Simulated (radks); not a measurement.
**N²⁺ in [He] 2p1 3p2: an all-electron calculation**

An exercise on one series of results from a longer session: the logs are not shown, and one member is left open.

Method: non-relativistic Kohn-Sham, PBEsol, spin-polarised, spherical densities, point nucleus; open shells are filled with parallel spins first. Code: radks (a radial shooting solver on a logarithmic mesh, Libxc functionals) version 1.

## The system

| Property | Result |
| --- | --- |
| element | nitrogen (Z = 7) |
| charge | +2 |
| electrons | 5 |
| configuration | [He] 2p1 3p2 |

The outer shells:

N²⁺
```
[He] core
2p [↑ ][  ][  ]
3p [↑ ][↑ ][  ]
```

The first run:

The run's settings:

```text
Z 7
configuration [He] 2p1 3p2 2s0 3d0
relativity non-relativistic
functional pbe_sol,pbe_sol
spin polarised
nucleus point
```

Steps of the session up to this table: Self-consistent calculation.

One table of the session follows, with a row left open; its other results are not shown here.

It belongs to the step «Orbitals and density». Sizes of the orbitals, from the radial functions (bohr):

| level | <r> | outermost maximum (interpolated) | 90 % within |
| --- | --- | --- | --- |
| 1s up | 0.2297 | 0.149 | 0.412 |
| 1s down | 0.2286 | 0.148 | 0.409 |
| 2s up | ? | ? | ? |
| 2p up | 0.9914 | 0.772 | 1.61 |
| 3p up | 2.904 | 2.69 | 4.27 |
| 3d up | 2.712 | 2.33 | 4.12 |

**Question.** Estimate the row for 2s up.

The run gave: <r>: 1.077; outermost maximum (interpolated): 0.900; 90 % within: 1.67. In the column «<r>» it lies between 2p up (0.9914) and 3d up (2.712).
